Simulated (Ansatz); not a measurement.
C4H8F2 (`CC(C)C(F)F`) at its PBE0-D4/def2-TZVP geometry, where that method's forces vanish. The species carries charge 0 and has multiplicity 1.

```xyz
14

C     1.2148   -0.7126    0.4173
C    -0.1921   -0.3567   -0.0403
C    -0.9499    0.4498    1.0033
C    -0.1351    0.3666   -1.3657
F    -1.3871    0.6082   -1.8394
F     0.4768    1.5762   -1.2366
H     1.7973    0.1897    0.6161
H     1.7486   -1.3021   -0.3329
H     1.1776   -1.2987    1.3374
H    -0.7420   -1.2830   -0.2455
H    -1.0300   -0.1198    1.9312
H    -1.9578    0.6939    0.6652
H    -0.4286    1.3835    1.2247
H     0.4075   -0.1947   -2.1349
```

Q: What forces (eV/Å) does B3LYP-D4/def2-TZVPP give on these atoms in Ansatz 0.2.0? (Estimate.)

A: Computed: 
```
C1   0.226 -0.071  0.093
C2  -0.100 -0.179 -0.062
C3  -0.134  0.122  0.176
C4   0.216 -0.392 -0.109
F5  -0.391  0.068 -0.170
F6   0.205  0.381  0.022
H7  -0.018 -0.057 -0.006
H8  -0.018  0.028  0.041
H9   0.015  0.025 -0.045
H10  0.031  0.048  0.020
H11 -0.004  0.036 -0.041
H12  0.052 -0.009  0.032
H13 -0.039 -0.046  0.001
H14 -0.041  0.047  0.047
```

B3LYP here is the variant with VWN-RPA as its local correlation; programs differ in this.
